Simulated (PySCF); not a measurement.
Q: What does the PBE0-D3(BJ)/def2-SVP structure of `C=C[C@H](C)[O-]` look like in three dimensions? (Charge -1.)

A: 
```
atom  x, y, z in Å
C1     1.6635    0.3100    0.5373
C2     0.5879   -0.4319    0.2392
C3    -0.7814    0.0420   -0.2497
C4    -1.8492   -0.3495    0.8177
O5    -1.0196   -0.4519   -1.4419
H6     1.5950    1.4057    0.5465
H7     2.6482   -0.1263    0.7515
H8     0.6806   -1.5289    0.1991
H9    -0.7300    1.1929   -0.1608
H10   -1.6815    0.0936    1.8199
H11   -1.8785   -1.4514    0.9059
H12   -2.8354   -0.0314    0.4361
```

Orientation and origin are arbitrary. Atoms count from 1 in this order. The C–C distances run from 1.340 Å (C1=C2, drawn double) to 1.560 Å (C3–C4, drawn single), a spread of 0.220 Å. C1 (terminal =CH2 carbon) is planar (angles 122.9°, 120.3° and 116.8°, sum 360.0°, 0.01 Å off the plane of its three neighbours). C2 (alkene CH carbon) is planar (angles 128.2°, 119.5° and 111.9°, sum 359.5°, 0.05 Å off the plane of its three neighbours). Of the pairs four or more bonds apart, H6···H9 is among the closest relative to their van der Waals radii: 2.44 Å, 102 % of the sum of Bondi's values.

Bonds between heavy atoms (Å): C1=C2 1.340, C2–C3 1.529, C3–C4 1.560, C3–O5 1.312.

Computed, not measured: PBE0-D3(BJ)/def2-SVP geometry optimisation, gas phase in PySCF.

Point group: C1 (no symmetry element, even within 0.4 Å). Whether it is a minimum is left open (no frequencies). Torsions: C1–C2–C3–C4 -117°.

One conformer stands for the species.
